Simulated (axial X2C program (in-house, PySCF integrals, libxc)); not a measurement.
# Bond lengths and stretching modes, held linear, of PCN⁺

Calculated with an in-house all-electron X2C program for linear molecules (integrals from PySCF): two-component X2C with atomic mean-field Coulomb and Gaunt terms, Gaussian nuclei, basis P dyall-v3z, C dyall-v3z, N dyall-av3z with contracted cores. Spin-free rows use the one-electron spin-free X2C Hamiltonian.

Masses P 30.974, C 12.000, N 14.003 u. States: 2c Ω = 1/2 (beyond evenly filled blocks: ω = 1/2); spin-free M_S = 1/2, Λ = 1 (beyond evenly filled blocks: π+α).

PBE0, 2c: energies above the lowest point

```tsv
r(P–C) (Å)	r(C–N) (Å)	E (meV)
1.6438	1.1476	80.76
1.6438	1.1770	30.27
1.6438	1.2064	65.12
1.6860	1.1476	42.64
1.6860	1.1770	0.00
1.6860	1.2064	43.38
1.6860	1.2359	156.56
1.7281	1.1476	58.06
1.7281	1.1770	22.07
1.7281	1.2064	72.70
1.7703	1.1770	86.56
1.7703	1.2359	271.14
```

Q: Fit a quadratic surface with cubic terms in each bond: where is the minimum, and what are the two stretching wavenumbers?

A: At PBE0, 2c: bonds 1.688 and 1.176 Å; harmonic stretches 733.7 and 2076.6 cm⁻¹; force constants 4.66, 16 and coupling 0.94 mdyn/Å.

The other levels and Hamiltonians give:

```
Hamiltonian  level  r(P–C) (Å)  r(C–N) (Å)  lower stretch (cm⁻¹)  upper stretch (cm⁻¹)
         2c  TPSSh       1.691       1.184                 723.2                2029.0
  spin-free   PBE0       1.688       1.176                 733.9                2076.0
  spin-free  TPSSh       1.690       1.184                 723.4                2028.4
```

Each state is one determinant, the lowest of a limited PBE0 search; the stretches come from a fit to these few points and carry an uncertainty of a few per cent. Other orders of the atoms were not compared. Left out for rough or failed fits: HF 2c, MP2 2c, HF spin-free, MP2 spin-free. The molecule was held linear; bending was not examined, so a bent shape may lie lower. Note: functional without a current term on a determinant with orbital currents, of the molecule or an atom.
